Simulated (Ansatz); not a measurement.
A made-up structure of Si2H3S (charge +1), closed shell:

Si1  (-0.704, -0.684, -0.377)
Si2  (0.708, 0.228, 0.309)
S3  (-1.064, 1.391, -0.201)
H4  (-1.501, -1.502, -0.811)
H5  (1.772, 0.476, -0.727)
H6  (0.789, 0.091, 1.807)
(Å)

It is relaxed with PBE-D4/def2-SVP and then PBE0-D4/def2-TZVP (Ansatz 0.2.0). Atoms count as bonded within 1.22 times the sum of their covalent radii (H–H: 0.88 Å). The end point is not checked to be a true minimum.

Question: Does its bonding change? (Judge from chemistry; the calculation decides.)

Answer: Computed: No: no bond forms or breaks.

Where it ends: The first stage lowers the energy by 3.61 eV in 7 steps. It ends as Si₂H₃S ([SiH]1[SiH2][S]1), total charge +1:
```xyz
6
angstrom
Si -0.9070 -0.7702 -0.4690
Si 0.8565 0.3179 0.3805
S -1.0729 1.2409 -0.2272
H -1.9407 -1.6807 -1.0085
H 1.9870 0.6246 -0.5110
H 1.0771 0.2674 1.8351
```

Labels in which every atom is bracketed show which atoms are joined, not bond orders.

For scale, one of the runs: PBE0-D4/def2-TZVP relaxation, 129 basis functions, launched by `ansatz run in.yaml --threads 2 --pin off --events-out ev --progress --plain --max-ram 4352MiB`. Hardware: 2 CPU threads of an Arm Neoverse V2, shared host. Wall time about 9 s.
